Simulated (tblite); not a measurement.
Record of a relaxation.

Phosphorus pentafluoride, PF5.
Numbering: `[F:1][P:2]([F:3])([F:4])([F:5])[F:6]`

Computed with GFN2-xTB (tblite), gas phase: L-BFGS steps from a force-field or distance-geometry start until the largest atomic force falls under 0.01 eV/Å.

Step 0: E = -716.9206 eV, largest atomic force 2.573 eV/Å
```
atom  x, y, z in Å  |  force x, y, z in eV/Å
F1      1.671    0.140   -0.129   -2.367  -0.185   0.126
P2     -0.005    0.004   -0.011    0.224  -0.137   0.266
F3     -0.156    1.633   -0.310    0.180  -2.408   0.412
F4      0.165   -0.532    1.566   -0.284   0.828  -2.420
F5     -0.003   -1.099   -1.259   -0.012   1.664   1.828
F6     -1.669   -0.144    0.122    2.258   0.239  -0.212
```

Step 1: E = -717.2920 eV, largest atomic force 1.889 eV/Å
```
atom  x, y, z in Å  |  force x, y, z in eV/Å
F1      1.637    0.138   -0.127   -1.694  -0.138   0.093
P2     -0.002    0.002   -0.008    0.109  -0.067   0.127
F3     -0.154    1.598   -0.304    0.140  -1.824   0.321
F4      0.161   -0.520    1.531   -0.202   0.606  -1.778
F5     -0.003   -1.075   -1.233    0.004   1.248   1.384
F6     -1.636   -0.141    0.119    1.643   0.176  -0.148
```

Step 2: E = -717.5296 eV, largest atomic force 1.382 eV/Å
```
atom  x, y, z in Å  |  force x, y, z in eV/Å
F1      1.545    0.130   -0.122    1.326   0.103  -0.103
P2      0.004   -0.001   -0.001   -0.283   0.159  -0.331
F3     -0.146    1.499   -0.286   -0.101   0.959  -0.173
F4      0.150   -0.487    1.434    0.142  -0.445   1.301
F5     -0.003   -1.007   -1.157    0.019  -0.694  -0.781
F6     -1.547   -0.131    0.111   -1.103  -0.080   0.088
```

Step 3: E = -717.6134 eV, largest atomic force 0.308 eV/Å
```
atom  x, y, z in Å  |  force x, y, z in eV/Å
F1      1.583    0.133   -0.125   -0.188  -0.018  -0.002
P2      0.000    0.001   -0.006    0.044  -0.030   0.061
F3     -0.149    1.536   -0.293    0.008  -0.287   0.042
F4      0.155   -0.501    1.474   -0.034   0.098  -0.290
F5     -0.003   -1.033   -1.186    0.009   0.202   0.210
F6     -1.582   -0.135    0.114    0.161   0.035  -0.021
```

Step 4: E = -717.6184 eV, largest atomic force 0.065 eV/Å
```
atom  x, y, z in Å  |  force x, y, z in eV/Å
F1      1.578    0.133   -0.124    0.019  -0.001  -0.012
P2      0.000    0.001   -0.005    0.013  -0.011   0.022
F3     -0.149    1.528   -0.292   -0.008  -0.064   0.003
F4      0.154   -0.498    1.466   -0.007   0.016  -0.049
F5     -0.003   -1.028   -1.180    0.009   0.046   0.038
F6     -1.577   -0.134    0.114   -0.025   0.014  -0.003
```

Step 5: E = -717.6186 eV, largest atomic force 0.037 eV/Å
```
atom  x, y, z in Å  |  force x, y, z in eV/Å
F1      1.577    0.133   -0.125    0.036   0.001  -0.010
P2      0.000    0.001   -0.004    0.001  -0.004   0.006
F3     -0.149    1.527   -0.292   -0.009  -0.024  -0.003
F4      0.154   -0.498    1.465   -0.001   0.000  -0.003
F5     -0.003   -1.027   -1.179    0.007   0.018   0.009
F6     -1.577   -0.134    0.114   -0.034   0.010   0.000
```

Step 6: E = -717.6186 eV, largest atomic force 0.024 eV/Å
```
atom  x, y, z in Å  |  force x, y, z in eV/Å
F1      1.578    0.133   -0.125    0.023   0.000  -0.006
P2      0.001    0.000   -0.004   -0.002  -0.001   0.001
F3     -0.149    1.526   -0.292   -0.007  -0.007  -0.005
F4      0.153   -0.498    1.465    0.001  -0.005   0.010
F5     -0.003   -1.026   -1.179    0.005   0.006  -0.002
F6     -1.577   -0.133    0.114   -0.021   0.007   0.001
```

Step 7: E = -717.6187 eV, largest atomic force 0.010 eV/Å
```
atom  x, y, z in Å  |  force x, y, z in eV/Å
F1      1.579    0.133   -0.125    0.002  -0.001  -0.001
P2      0.001    0.000   -0.004   -0.001  -0.001   0.001
F3     -0.149    1.526   -0.292   -0.004   0.001  -0.005
F4      0.153   -0.498    1.465    0.001  -0.005   0.009
F5     -0.002   -1.026   -1.179    0.003   0.001  -0.005
F6     -1.578   -0.133    0.114   -0.001   0.005   0.001
```

Step 8: E = -717.6187 eV, largest atomic force 0.006 eV/Å
```
atom  x, y, z in Å  |  force x, y, z in eV/Å
F1      1.579    0.133   -0.125   -0.002  -0.001   0.000
P2      0.001    0.000   -0.004    0.000  -0.001   0.002
F3     -0.149    1.526   -0.292   -0.003  -0.001  -0.005
F4      0.153   -0.498    1.465    0.001  -0.003   0.004
F5     -0.002   -1.026   -1.179    0.002   0.002  -0.003
F6     -1.578   -0.133    0.114    0.003   0.004   0.001
```

**Question.** Summarise the path.

**Answer.** The energy falls by 16.10 kcal/mol from step 0 to step 8; nine tenths of that is first reached at step 3. It never rises by more than 0.2 meV. The largest force goes from 2.573 to 0.006 eV/Å. Among the bonds P2–F4 changes most, from 1.675 to 1.559 Å; the atoms move by 0.093 Å rms after alignment.

The cost below is that of the whole relaxation. Time: under 0.1 s of wall time. Hardware: Arm Neoverse V2, one thread, no GPU (shared host).
